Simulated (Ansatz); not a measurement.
Born–Oppenheimer molecular dynamics of CH$_{5}$ClSi (8 atoms, charge 0, multiplicity 1). It starts at the highest image of a converged band. Of that band: Neighbouring images differ by up to 1.6 eV, so the band resolves the path poorly. A vibrational analysis at the climbing image gives one clearly imaginary mode, 1361i cm⁻¹: a first-order saddle point.

These are results of Ansatz 0.2.0, RKS CAM-B3LYP/6-31G*, not measurements.

```
ensemble                      : NVE (velocity Verlet)
time step                     : 0.5 fs
steps asked                   : 200
starting velocities drawn for : 100 K
seed                          : 4712
```

Frames 5 fs apart, positions in Å, forces in eV/Å.

Velocities at 10 fs (Å/ps):

```
Si -0.34 -1.97 -0.30
Cl -1.09 2.33 0.12
H 3.69 4.04 1.69
C 3.36 -1.11 -0.04
H 1.62 -0.47 -1.07
H -3.83 0.88 -4.20
H 1.69 -3.45 0.84
H 4.62 -14.69 6.97
```

```xyz
8
Properties=species:S:1:pos:R:3:forces:R:3 time_fs=10 energy_less_start_eV=0.032 T=58
Si -0.454 -1.188 -0.549 -0.24 0.56 -0.50
Cl 1.387 -2.029 -0.210 0.64 -0.39 0.06
H -0.354 0.203 -1.170 0.01 -0.33 0.33
C 0.128 0.841 0.175 -0.16 0.31 -0.12
H -1.207 -1.298 0.701 -0.20 0.06 0.23
H 0.727 0.533 1.040 -0.07 -0.02 -0.22
H -0.792 1.339 0.489 0.09 0.02 0.06
H 0.717 1.518 -0.460 -0.06 -0.21 0.17
8
Properties=species:S:1:pos:R:3:forces:R:3 time_fs=15 energy_less_start_eV=0.018 T=77
Si -0.457 -1.196 -0.552 -0.75 -0.16 -0.14
Cl 1.384 -2.019 -0.209 0.81 -0.47 0.14
H -0.331 0.192 -1.117 0.12 0.29 0.33
C 0.139 0.836 0.174 -0.39 -0.03 -0.20
H -1.218 -1.292 0.720 0.05 0.11 -0.05
H 0.722 0.515 1.029 0.10 -0.27 0.10
H -0.773 1.332 0.496 -0.02 0.24 -0.01
H 0.763 1.468 -0.445 0.09 0.29 -0.17
8
Properties=species:S:1:pos:R:3:forces:R:3 time_fs=20 energy_less_start_eV=-0.186 T=341
Si -0.467 -1.205 -0.558 -1.46 -1.42 -0.63
Cl 1.386 -2.012 -0.207 0.89 -0.42 0.33
H -0.274 0.251 -0.971 0.46 0.94 1.00
C 0.144 0.833 0.168 0.16 0.82 -0.71
H -1.218 -1.260 0.736 0.27 0.12 0.05
H 0.724 0.445 1.016 -0.28 -0.13 -0.44
H -0.749 1.371 0.501 0.20 0.07 -0.01
H 0.811 1.465 -0.445 -0.25 0.02 0.41
8
Properties=species:S:1:pos:R:3:forces:R:3 time_fs=25 energy_less_start_eV=-0.345 T=549
Si -0.489 -1.226 -0.569 -1.56 -1.62 -1.30
Cl 1.395 -2.008 -0.203 0.75 -0.40 0.42
H -0.152 0.454 -0.688 -1.87 -2.62 -4.73
C 0.151 0.850 0.155 1.86 4.30 4.38
H -1.158 -1.204 0.774 0.26 -0.07 0.36
H 0.679 0.328 0.930 0.04 -0.27 0.15
H -0.689 1.434 0.514 -0.06 0.09 0.39
H 0.840 1.503 -0.367 0.58 0.59 0.34
8
Properties=species:S:1:pos:R:3:forces:R:3 time_fs=30 energy_less_start_eV=-0.732 T=1044
Si -0.524 -1.261 -0.590 -0.96 -1.33 0.02
Cl 1.408 -2.006 -0.196 0.30 -0.23 0.07
H -0.234 0.393 -0.904 0.77 1.57 2.05
C 0.181 0.924 0.179 0.30 0.16 -1.65
H -1.036 -1.157 0.864 0.11 -0.15 -0.56
H 0.630 0.182 0.858 -0.17 0.94 -0.11
H -0.639 1.506 0.605 -0.03 -0.36 0.08
H 0.952 1.623 -0.212 -0.33 -0.60 0.10
8
Properties=species:S:1:pos:R:3:forces:R:3 time_fs=35 energy_less_start_eV=-1.119 T=1539
Si -0.567 -1.308 -0.612 0.23 -0.92 0.02
Cl 1.423 -2.006 -0.189 -0.22 -0.15 -0.24
H -0.201 0.590 -0.816 0.51 0.98 1.01
C 0.216 1.010 0.184 -0.97 -0.04 -0.76
H -0.894 -1.148 0.854 -0.39 -0.24 -0.06
H 0.566 0.203 0.790 0.48 -0.05 0.60
H -0.595 1.515 0.715 0.06 0.07 -0.19
H 1.039 1.665 -0.042 0.29 0.34 -0.38
8
Properties=species:S:1:pos:R:3:forces:R:3 time_fs=40 energy_less_start_eV=-1.207 T=1648
Si -0.608 -1.362 -0.633 1.12 -0.55 0.04
Cl 1.437 -2.007 -0.183 -0.66 -0.09 -0.47
H -0.174 0.912 -0.783 0.04 -0.39 -0.33
C 0.249 1.103 0.201 0.59 0.52 0.90
H -0.840 -1.191 0.828 -0.59 -0.15 0.33
H 0.583 0.258 0.806 0.06 0.01 -0.52
H -0.541 1.544 0.798 -0.01 0.63 0.03
H 1.139 1.742 0.062 -0.55 0.03 0.03
8
Properties=species:S:1:pos:R:3:forces:R:3 time_fs=45 energy_less_start_eV=-1.017 T=1412
Si -0.640 -1.421 -0.654 1.26 -0.36 0.79
Cl 1.446 -2.009 -0.180 -1.00 0.02 -0.49
H -0.179 1.102 -0.913 1.29 -0.05 3.10
C 0.293 1.212 0.242 -1.59 0.29 -2.20
H -0.916 -1.273 0.853 -0.29 -0.09 -0.41
H 0.626 0.302 0.740 -0.13 -0.05 -0.32
H -0.477 1.691 0.868 0.22 -0.09 -0.28
H 1.159 1.851 0.153 0.24 0.33 -0.19
8
Properties=species:S:1:pos:R:3:forces:R:3 time_fs=50 energy_less_start_eV=-1.059 T=1465
Si -0.661 -1.484 -0.669 1.33 -0.37 0.47
Cl 1.449 -2.010 -0.181 -1.31 0.08 -0.39
H -0.015 1.263 -0.654 -2.10 -0.27 -5.10
C 0.321 1.329 0.264 2.62 1.10 4.16
H -1.063 -1.377 0.803 -0.01 -0.06 -0.16
H 0.643 0.350 0.608 0.02 0.22 0.54
H -0.386 1.836 0.900 -0.49 -0.24 0.42
H 1.196 2.002 0.213 -0.07 -0.46 0.06
8
Properties=species:S:1:pos:R:3:forces:R:3 time_fs=55 energy_less_start_eV=-0.946 T=1322
Si -0.671 -1.549 -0.680 1.26 -0.27 -0.30
Cl 1.443 -2.011 -0.184 -1.38 0.13 -0.17
H -0.079 1.399 -0.889 1.14 0.36 3.56
C 0.373 1.461 0.316 -1.76 -0.18 -3.38
H -1.214 -1.495 0.723 0.15 -0.02 0.39
H 0.659 0.442 0.581 -0.02 0.27 0.38
H -0.376 1.917 0.990 0.23 -0.45 -0.40
H 1.250 2.088 0.275 0.38 0.17 -0.07
8
Properties=species:S:1:pos:R:3:forces:R:3 time_fs=60 energy_less_start_eV=-0.998 T=1392
Si -0.670 -1.617 -0.692 0.83 -0.13 0.11
Cl 1.428 -2.011 -0.189 -1.28 0.08 -0.05
H 0.025 1.603 -0.561 -2.60 -0.02 -6.33
C 0.405 1.593 0.320 3.14 -0.27 6.05
H -1.325 -1.621 0.709 0.50 -0.07 -0.10
H 0.677 0.586 0.640 0.08 -0.11 -0.18
H -0.341 1.924 1.030 -0.01 0.57 0.31
H 1.344 2.182 0.331 -0.66 -0.05 0.18
8
Properties=species:S:1:pos:R:3:forces:R:3 time_fs=65 energy_less_start_eV=-1.060 T=1469
Si -0.663 -1.686 -0.704 0.46 -0.04 -0.06
Cl 1.404 -2.011 -0.194 -0.88 0.02 0.05
H -0.085 1.800 -0.775 1.78 -0.41 3.29
C 0.458 1.719 0.367 -2.51 -0.30 -2.33
H -1.325 -1.760 0.686 0.45 -0.03 -0.03
H 0.713 0.700 0.664 0.03 -0.18 -0.52
H -0.293 2.037 1.106 0.26 0.34 -0.28
H 1.356 2.302 0.417 0.40 0.60 -0.14
```

Of the whole run (100 fs, mean temperature of the second half 1669 K): The conserved energy stayed within 0.88 meV per atom of its start (net change 0.091 meV per atom), so the integration is sound. The kinetic energy rose, since the run started high on the potential surface and went downhill. It ends in pieces (CH4 + ClHSi), so much of that is their flight and rotation, not heat. A run of 0.1 ps of so small a system gives no equilibrium averages. The orbitals stay closed-shell, which can raise the energy where a bond breaks towards radicals; this wasn't checked here.

The run took 3 min on 2 threads of Intel(R) Xeon(R) 6975P-C (Granite Rapids), on a shared host, peak memory 0.14 GiB.
